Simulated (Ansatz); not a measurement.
Ideal-gas functions of propene, C₃H₆ at 298.15 K and 1 bar, from an Ansatz frequency run at PBE0-D4/def2-TZVP.

Molar mass 42.08 g/mol, point group Cs (symmetry number 1), electronic degeneracy 1, moments of inertia 10.731, 53.872, 61.498 u Å². Harmonic wavenumbers (cm⁻¹, unscaled): 208, 423, 593, 941, 942, 947, 1029, 1069, 1193, 1326, 1398, 1444, 1470, 1485, 1730, 3038, 3093, 3125, 3146, 3154, 3238.

Use S(trans) = R[1.5 ln M + 2.5 ln T − 1.1517]; rotational temperatures θ = 24.2544 K / I; S(rot) = R[ln(√π/σ · √(T³/θAθBθC)) + 1.5]; for each mode x = 1.438777 ν̃/T, S = R[x/(eˣ − 1) − ln(1 − e⁻ˣ)] and H = RT x/(eˣ − 1); 1 cm⁻¹ = 0.0119627 kJ/mol; R = 8.31446 J/(mol·K).

Question: By hand: the entropy, in J/(mol·K).

Answer: Translation 155.5. Rotation: θ = 2.2602, 0.4502, 0.3944 K, giving 92.1. Vibration, mode by mode: 8.62, 3.69, 1.93, 0.50, 0.49, 0.48, 0.35, 0.30, 0.18, 0.10, 0.08, 0.06, 0.06, 0.05, 0.02, 0.00, 0.00, 0.00, 0.00, 0.00, 0.00, in all 16.9. Electronic 0.0. Sum 264.5 J/(mol·K).

Question: By hand: H − E and G − E in kJ/mol, counted from the electronic energy.

Answer: Zero-point energy ½ × 34992 × 0.0119627 = 209.3; thermal vibration 3.3; translation, rotation and pV give 4 RT = 9.9. H − E = 222.5 kJ/mol, and G − E = 222.5 − 298.15 × 264.5/1000 = 143.6 kJ/mol.

Vibration gives 6 % of the entropy.
